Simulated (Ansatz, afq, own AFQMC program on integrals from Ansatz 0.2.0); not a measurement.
CH₃N, singlet: a scan with AFQMC

```xyz
5

N     0.0000    0.0582    0.5542
C     0.0000   -0.1584   -0.7297
H     0.0000    0.9667    1.0152
H     0.0000   -0.7270    1.1922
H     0.0000    0.8384   -1.2134
```

The N1–C2 distance is changed with both sides rigid. Energies in kcal/mol count from this geometry (1.302 Å) at the same level; the start stands on RHF, each point on the determinant named.

Basis cc-pVDZ. Noble-gas cores (and the filled d shells of Ga–Kr and In–Xe) are frozen. Integrals, coupled cluster, full CI and functionals: Ansatz 0.2.0; the random walks run on the same integrals in our own AFQMC program. ph-AFQMC/CISD is guided by a CISD state made of CCSD amplitudes; releasing the constraint for a short imaginary time cuts its bias at the price of noise, slowly where states lie close. Error bars are statistical, one sigma.

Cautions, each for one point or more: higher spins were not checked; raised T1 diagnostic; restricted determinant unstable towards unrestricted; strong correlation; unrestricted determinant spin contaminated; walk and cluster series may follow different spin states.

```
r(N1–C2) / Å   det.     T1  weight  ⟨S²⟩  CCSD(T)  ph-AFQMC/CISD  released AFQMC  CCSDT(Q)  wB97M-V    PBE0
       1.160    RHF  0.013    0.89  pure     24.5     24.8 ± 0.4     24.8 ± 0.8*      24.7     21.3    20.6
       1.403    RHF  0.021    0.88  pure      2.8      3.2 ± 0.6               –       2.6      4.3     4.8
       1.777    RHF  0.045    0.83  pure     55.1     53.6 ± 0.9     54.0 ± 1.4*         –     61.4    62.1
       2.365  UHF‡¶  0.050    0.83  1.10    120.0    115.7 ± 0.7    114.1 ± 1.1*         –   129.2§  125.8§
```

Weight is that of the determinant in the CISD state; at the start T1 is 0.017 and the weight 0.88. ¶ marks points with a poor determinant and no full CI, where no value is sure; they don't count among the departures. An asterisk marks released energies that aren't shown to be converged. A double dagger marks points where the walks on two determinants ended up to 8.8 kcal/mol apart; the lower is shown. A dash marks a missing value, a released energy that hasn't settled or a functional that sits on another state. § marks a functional whose ⟨S²⟩ is too high by over 0.1. Largest departures from CCSDT(Q), at the points where its series has closed: CCSD(T) 0.1 kcal/mol at 1.403 (on RHF), ph-AFQMC/CISD 0.6 kcal/mol at 1.403 (on RHF) (within the noise), wB97M-V -3.4 kcal/mol at 1.160, PBE0 -4.1 kcal/mol at 1.160. Functionals count only at points shown to share the start's state and spin. In this small basis the wave-function levels are far from their limit, so their gap to the functionals isn't the functionals' error.

Some points may be missing: those where a free walk finds a much lower state, and past Zn most of those on another determinant than at the start.

A walk keeps the symmetry of its determinant, which the program's search chose and which needn't be the lowest solution, so a lower state of the same spin and another symmetry isn't excluded.
